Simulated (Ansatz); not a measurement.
Abridged output of a molecular run in Ansatz:

```
Functional definition: HF
751 factors; integrals over basis functions are off by at most 1.2e-3 eV
mean field evaluation 1: about -14397.4405 eV, gradient 2.6e1 eV
mean field evaluation 2: about -14397.4475 eV, gradient 2.6e1 eV
mean field evaluation 4: about -14399.3403 eV, gradient 3.4e0 eV
mean field evaluation 8: about -14399.3926 eV, gradient 1.9e-3 eV
mean field -14399.39261742 eV, -529.1679184315 hartree, gradient 3.9e-6 eV, S^2 0.000000; 0 other end points of the search recorded, 0 dependent functions left out; unrestricted orbitals would lower it
8 core orbitals not correlated: weight in the atoms' cores, before any rotation towards them, 1.000 or more for the frozen orbitals, at most 0.000 for the correlated occupied ones
reference -14399.39261742 eV, -529.1679184315 hartree; 11, 11 occupied and 56, 56 virtual orbitals, 751 factors
second order -14.99376966 eV of doubles, -0.00000000 eV of singles
cycle   1  -15.30924513 eV  change   -3.2e-1 eV  update   1.1e-1
cycle   2  -15.75186887 eV  change   -4.4e-1 eV  update   3.7e-2
cycle   3  -15.89531664 eV  change   -1.4e-1 eV  update   2.1e-2
cycle   4  -15.89127034 eV  change    4.0e-3 eV  update   5.5e-3
cycle   5  -15.89146141 eV  change   -1.9e-4 eV  update   2.4e-3
cycle   6  -15.89157998 eV  change   -1.2e-4 eV  update   9.3e-4
cycle   7  -15.89130640 eV  change    2.7e-4 eV  update   6.0e-4
cycle   8  -15.89145908 eV  change   -1.5e-4 eV  update   3.8e-4
cycle   9  -15.89158220 eV  change   -1.2e-4 eV  update   2.6e-4
cycle  10  -15.89146222 eV  change    1.2e-4 eV  update   1.3e-4
cycle  11  -15.89150478 eV  change   -4.3e-5 eV  update   7.0e-5
cycle  12  -15.89149976 eV  change    5.0e-6 eV  update   2.6e-5
perturbative correction -0.64104758 eV, -0.0235580640 hartree
Total energy: -14415.92516476 eV, -529.7754783401 hartree
```

Its atoms:

```xyz
7

N     0.5718    0.5032    0.9057
C    -0.3011   -0.3385    0.1927
C    -0.2812   -0.5590   -1.0995
S    -0.2195   -0.8587   -2.6271
H     1.1569    1.0594    0.2985
H     0.0761    1.1115    1.5439
H    -1.0030   -0.9179    0.7858
```

Problem. Which basis set was used?
A. def2-QZVPP
B. cc-pV(T+d)Z
C. def2-TZVPP
D. def2-SVP

Solution. D. It gives 75 functions.

Problem. Write the keys of the input that set method, charge and spin (a neutral closed shell needs none for the last two).

Solution. 
```yaml
correlation: {method: ccsd_t}
```
